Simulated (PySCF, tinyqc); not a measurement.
Worked calculation: coupled-perturbed Hartree-Fock on RHF in the sto-3g basis, for BH, spin multiplicity 1. The lowest restricted solution is unstable here: a spin-polarised one lies 0.0064 hartree lower (PySCF). One step of it, computed by the program tinyqc.

Task: Response to a field: uncoupled start. Field along z; U_ai = -mu_ai / (e_a - e_i), alpha = -4 sum U_ai mu_ai.

orbital energies (hartree): MO1 -7.361964, MO2 -0.500517, MO3 -0.247279, MO4 0.260385, MO5 0.260385, MO6 0.485801

dipole integrals <a|z|i> (bohr):
```
,i1,i2,i3
a4,0.000000,0.000000,0.000000
a5,0.000000,0.000000,0.000000
a6,-0.097010,0.523672,-1.287605
```

Give: uncoupled U; uncoupled polarisability.

Result:

uncoupled U:
```
,i1,i2,i3
a4,0.000,0.000,0.000
a5,0.000,0.000,0.000
a6,0.012,-0.531,1.756
```

uncoupled polarisability = 10.163 bohr^3
